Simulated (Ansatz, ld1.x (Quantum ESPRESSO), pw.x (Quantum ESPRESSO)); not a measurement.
# Equation-of-state test of one PAW potential (Mo (Z = 42))

* Element: Mo (Z = 42)
* Generator: ld1.x (Quantum ESPRESSO) 7.5
* Type: PAW
* Functional: LDA (PW92)
* Relativity: scalar-relativistic
* Frozen core: [Ar] 3d10
* Valence charge: 14
* Reference configuration: 4s2 4p6 4d5 5s1 5p0
* Partial waves: 4s (bound): rcut 1.70, rcutus 2.05 bohr; 5s (bound): rcut 1.70, rcutus 2.05 bohr; 4p (bound): rcut 1.85, rcutus 2.50 bohr; 5p (bound, empty): rcut 1.85, rcutus 2.50 bohr; 4d (bound): rcut 2.45, rcutus 2.65 bohr; 4d channel at 0.2 Ry: rcut 2.45, rcutus 2.65 bohr
* Local potential: all-electron potential smoothed inside 2.15 bohr (lloc = -2)
* Core correction: Bessel-smoothed model core inside 1.60 bohr
* Augmentation charge: BESSEL, radius 1.70 bohr

Crystal test: bcc Mo in pw.x 7.5, no spin, 15³ k-points, Fermi–Dirac smearing 0.01 Ry, cutoffs 40/320 Ry. The reference is all-electron LAPW (Ansatz 0.2.0) with the same functional, mesh and smearing; V0 and B0 come from Birch–Murnaghan fits to the pressures at five volumes. Errors are pseudo minus all-electron; Δ is the rms difference of the E(V) curves that follow from these fits, minima aligned, over ±6 % about the mean V0. Mesh and smearing are coarse, so the numbers serve the comparison and aren't converged zero-temperature values; the lattice is a test structure that the element need not adopt.

All-electron: a0 = 3.113 Å (V0 = 15.08 Å³/atom), B0 = 291.6 GPa.

Problem. How far does the potential miss the all-electron equation of state?

Solution. mean pressure error (GPa): +1.24; a0 (Å): 3.117; a0 error (%): +0.13; B0 error (%): +3.4; Δ (meV/atom): 4.0. The largest radius (2.65 bohr) exceeds half the bond length (2.55 bohr), so the spheres overlap, which is one possible source of error among others. Atomic configuration tests: test run stopped at test 5 of 9 (negative rho), 3 before it not solved.

| V (Å³/atom) | P all-electron (GPa) | P pseudo (GPa) |
| --- | --- | --- |
| 14.314 | 16.92 | 19.00 |
| 14.690 | 8.05 | 9.63 |
| 15.067 | 0.24 | 1.40 |
| 15.444 | -6.63 | -5.81 |
| 15.820 | -12.67 | -12.12 |

Problem. At the middle volume, how do free energy and pressure move when the wave cutoff is lowered (ecutrho held at 320 Ry)?

Solution.

```json
{"cutoff (Ry)": "18", "shift of F (meV/atom)": "+1042.0", "shift of P (GPa)": "-42.52"}
{"cutoff (Ry)": "24", "shift of F (meV/atom)": "+59.7", "shift of P (GPa)": "-1.58"}
{"cutoff (Ry)": "32", "shift of F (meV/atom)": "+16.7", "shift of P (GPa)": "-0.83"}
```

The run at the middle volume (120 k-points, 10 iterations) took about 16 s on one core of a shared host (Neoverse-V1, 64 threads, 503 GiB, load 16).
